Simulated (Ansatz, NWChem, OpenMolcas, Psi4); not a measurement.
## A small benchmark: atomisation enthalpy at 298 K

8 molecules with nitrogen; the atomisation enthalpy at 298 K in kJ/mol, computed less measured. Shapes, held fixed at every level: PBE0-D4/def2-TZVP. Flexible molecules stand in one conformer, not always the lowest. Thermal terms are harmonic and unscaled (PBE0-D4/def2-TZVP); the spin-orbit lowering of the free atoms is taken from their spectra. Programs: Ansatz 0.2.0, NWChem 7.3.0, OpenMolcas 26.06, Psi4 1.11. A level may come from different programs for different species; with the same settings they agree closely. Measured values: Active Thermochemical Tables, NIST-JANAF tables.

Levels: A = HF/3-21G; B = HF/cc-pVTZ; C = M06-L/cc-pVTZ; D = B3LYP/cc-pVTZ; E = M06-2X/cc-pVTZ.

```
                  molecule  from tabulated heats      A     B    C    D    E
    HCN (hydrogen cyanide)                  1278   -600  -480   -7   -2  -11
  NClO (nitrosyl chloride)                   790   -869  -617  +28   +3  -24
   N2O (SMILES N#[N+][O-])                  1112  -1144  -769  +38  +21  -14
      C2N2 (bisisocyanide)                  1766  -1074  -838  +45  +18  +16
        HOCN (cyanic acid)                  1671   -923  -699   +1   -5    0
NF3 (nitrogen trifluoride)                   843   -893  -701   +4   +9   -4
    NO2F (nitryl fluoride)                  1159  -1332  -915  +42  +24  -11
          N2H4 (SMILES NN)                  1721   -911  -723  -51  +11  -18
```

(1) Which level does best on this set, which worst, and which err to one side?

Answers

(1) 
| level | kind | mean error | mean absolute error | worst case |
| --- | --- | --- | --- | --- |
| HF/3-21G | Hartree–Fock | -968.2 | 968.2 | NO2F |
| HF/cc-pVTZ | Hartree–Fock | -717.8 | 717.8 | NO2F |
| M06-L/cc-pVTZ | meta-GGA | +12.5 | 27.0 | N2H4 |
| B3LYP/cc-pVTZ | global hybrid | +9.9 | 11.6 | NO2F |
| M06-2X/cc-pVTZ | global hybrid | -8.2 | 12.2 | NClO |

On this set B3LYP/cc-pVTZ has the smallest mean absolute error and HF/3-21G the largest. HF/3-21G is too low in 8 of 8; HF/cc-pVTZ is too low in 8 of 8; M06-L/cc-pVTZ is too high in 6 of 8; B3LYP/cc-pVTZ is too high in 6 of 8; M06-2X/cc-pVTZ is too low in 6 of 8. The heats of NF3, NO2F come from older tables and can be uncertain by 10 kJ/mol or more. The smallest two are near a tie. Where a negative error exceeds the measured value, the molecule comes out unbound. Hartree–Fock lacks correlation and underbinds. Rows in very small basis sets show the basis more than the method. The set is small.
